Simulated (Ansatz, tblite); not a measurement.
**GaCl2H (GaHCl2): charged states by level of theory**

One table from this session's results is given with a row withheld; the runs are named, their logs left out.

Method: as each input shows; program: Ansatz 0.2.0, Gaussian basis.

The runs, in order: charge +1 doublet, at the geometry of the singlet (PBE0-D4/def2-TZVP, PBE-D4/def2-TZVP, r2SCAN-D4/def2-TZVP, CCSD(T)/def2-TZVPP); charge -1 doublet, at the geometry of the singlet (PBE0-D4/def2-TZVPD, PBE-D4/def2-TZVPD, r2SCAN-D4/def2-TZVPD); the starting singlet's energies come from earlier runs.

## The structure

The geometry is that of the singlet, from an earlier relaxation (PBE-D4/def2-TZVP).

4 atoms, charge 0, spin multiplicity 1.

Atoms are counted from 1 here; the program's logs count them from 0.

Bond lengths: Ga1–Cl2 2.145 Å, Ga1–Cl3 2.145 Å, Ga1–H4 1.555 Å. Angles: Cl2–Ga1–Cl3 115.0°, Cl2–Ga1–H4 122.5°, Cl3–Ga1–H4 122.5°.

Set-up of the first run:

File in.yaml:

```yaml
crystal:
  periodic: [false, false, false]
  atoms:
    - {symbol: Ga, position_ang: [-0.096079, -0.161063, 0.000235]}
    - {symbol: Cl, position_ang: [2.047510, -0.097734, 0.013417]}
    - {symbol: Cl, position_ang: [-1.058813, 1.755195, -0.015808]}
    - {symbol: H, position_ang: [-0.892628, -1.496399, 0.002166]}
basis:
  gaussian: {orbitals: def2-TZVP}
total_charge: 1
magnetization: {spin_polarized: true, initial_magnetization: 1}
hamiltonian: {xc: pbe0, dispersion: d4}
output: {orbitals: {seedname: orbitals}}
```

The run is started by

```console
$ ansatz run in.yaml --threads 4 --pin off --events-out ev --progress --plain --max-ram 3916MiB
```

Steps of the session up to this table: Charge +1 doublet at the fixed geometry, PBE0-D4/def2-TZVP; Charge +1 doublet at the fixed geometry, PBE-D4/def2-TZVP; Charge +1 doublet at the fixed geometry, r2SCAN-D4/def2-TZVP; Charge +1 doublet at the fixed geometry, CCSD(T)/def2-TZVPP.

One of the session's tables, all rows but one given; the rest of the session is left out.

It belongs to the step «Vertical ionisation energy». 

| method | vertical ionisation energy (eV) |
| --- | --- |
| HF/def2-TZVPP | 10.79 |
| PBE-D4/def2-TZVP | 10.86 |
| r2SCAN-D4/def2-TZVP | 11.11 |
| PBE0-D4/def2-TZVP | 11.33 |
| MP2/def2-TZVPP | 11.88 |
| CCSD/def2-TZVPP | 11.63 |
| CCSD(T)/def2-TZVPP | ? |

Estimate the missing values for CCSD(T)/def2-TZVPP.

The run gave: vertical ionisation energy (eV): 11.65. In the column «vertical ionisation energy (eV)» it lies between CCSD/def2-TZVPP (11.63) and MP2/def2-TZVPP (11.88).

Caveats from the session: The anion's highest level is positive in at least one run, so there the basis alone may hold the extra electron.
